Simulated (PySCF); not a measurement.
# [B(CN)H3]-: computed shieldings and shifts

[B(CN)H3]-, [CH3BN]-, point group C3v.

Geometry:
| atom | x (Å) | y (Å) | z (Å) |
| --- | --- | --- | --- |
| B1 | -0.008 | -0.001 | -0.521 |
| C2 | 0.016 | 0.002 | 1.067 |
| N3 | 0.035 | 0.003 | 2.233 |
| H4 | 1.157 | 0.004 | -0.943 |
| H5 | -0.605 | 1.010 | -0.920 |
| H6 | -0.595 | -1.019 | -0.916 |

Total charge -1.

GIAO calculations in PySCF 2.14 on the PBE0-D3(BJ)/def2-SVP structure: isolated species, non-relativistic, equivalent atoms averaged; basis pcSseg-1.

(1) Give the isotropic shieldings (ppm) with KT2, PBE0.

(2) And the chemical shifts, against references computed in the same way?

(3) Which part of the shielding of N3 depends on the functional?

(4) What couplings does B3LYP/pcJ-1 give?

Results:

(1) 
| atoms | environment | KT2 | PBE0 |
| --- | --- | --- | --- |
| N3 | nitrile nitrogen | -22.2 | -41.1 |
| C2 | nitrile carbon | 50.2 | 36.0 |
| B1 | boron bonded to C, 3 H | 151.9 | 151.7 |
| H4/H5/H6 | hydrogen on a boron bonded to C | 30.64 | 30.76 |
| HOMO–LUMO gap (eV) | – | 7.12 | 9.40 |

(2) 
```
   atoms  nucleus, reference    KT2   PBE0
      N3            ¹⁵N, NH3  286.5  306.8
      C2            ¹³C, TMS  133.0  148.4
      B1       ¹¹B, BF3·OEt2  -52.0  -50.9
H4/H5/H6             ¹H, TMS   0.54   0.51
```

(3) Diamagnetic: KT2 344, PBE0 343 ppm; paramagnetic: KT2 -366, PBE0 -384 ppm. The diamagnetic part, set mainly by inner electrons, hardly moves; the paramagnetic part goes with low-lying magnetically allowed excitations and carries the spread.

(4) ¹J(B1,H4) = 95.5, ¹J(B1,C2) = 62.2, ¹J(C2,N3) = -16.1, ²J(H4,H5) = -14.7, ²J(C2,H4) = -6.8 Hz (averaged over equivalent pairs; isotopes ¹¹B, ¹H, ¹³C, ¹⁵N).

Experimental scales use liquid or dissolved standards, which lie at an offset from isolated NH3 (liquid NH3: subtract about 20 ppm). Unscaled 15N shifts of sp2 nitrogen come out 20 to 40 ppm too high even then.
